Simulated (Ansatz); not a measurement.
## Rhombohedral A7 As: Voigt–Reuss–Hill bulk modulus by level of theory

No measured value is used here.

```
level (code)           value (GPa)  cell (Å³/atom)
---------------------  -----------  --------------
PBE (Ansatz)                  37.3           22.79
PBE-D3(BJ) (Ansatz)           55.0           20.90
r²SCAN+rVV10 (Ansatz)         41.9           21.97
```

PBE: the cell comes from a level without a dispersion term, which matters for the spacing of layers, chains or molecules. PBE-D3(BJ): the dispersion coefficients are held fixed in the derivatives. Each level is taken at its own relaxed cell. Cutoffs differ between the levels. Ansatz's density-functional and Hartree–Fock values are scalar-relativistic unless marked +SOC, with PAW data made under PBE.

Ansatz is an electronic-structure program.
